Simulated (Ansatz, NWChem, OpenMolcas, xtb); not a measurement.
How methods differ on SiHF (SMILES F[SiH])

The species is SiHF (3 atoms), meant as a singlet with charge 0. SMILES: `F[SiH]`. Geometry: relaxed at PBE0-D4/def2-TZVP.

| atom | x (Å) | y (Å) | z (Å) |
| --- | --- | --- | --- |
| F | -1.0902 | 0.0244 | -0.6023 |
| Si | 0.1868 | 0.6294 | 0.1738 |
| H | 0.8924 | -0.7186 | 0.4153 |

Quantity: the electronic atomisation energy, in eV. The values are calculated. Electronic energies at fixed atoms, without zero-point motion or spin-orbit coupling.

```tsv
level	kind	program	value (eV)	less CCSD(T)/def2-TZVPPD
GFN0-xTB	semi-empirical	xtb	8.30	-0.95
HF/def2-TZVPPD	Hartree–Fock	OpenMolcas	6.73	-2.52
SVWN5/def2-TZVPPD	LDA	OpenMolcas	10.78	+1.53
PBE/def2-TZVPPD	GGA	OpenMolcas	9.47	+0.22
r2SCAN/def2-TZVPPD	meta-GGA	OpenMolcas	9.31	+0.06
BHLYP/def2-TZVPPD	global hybrid	OpenMolcas	9.03	-0.22
MP2/def2-TZVPPD	perturbation theory	NWChem	9.44	+0.19
CCSD(T)/def2-TZVPPD	coupled cluster or CI	NWChem	9.25	0.00
FCI/STO-3G	exact in the basis	Ansatz	8.47	-0.78
```

CCSD(T)/def2-TZVPPD is the highest level here, not the true value. The values span 6.73 to 10.78 eV. GFN0-xTB: no spin polarisation, so open shells miss the exchange term that lowers them. High-level rows in very small sets aren't better than simpler rows in larger ones.
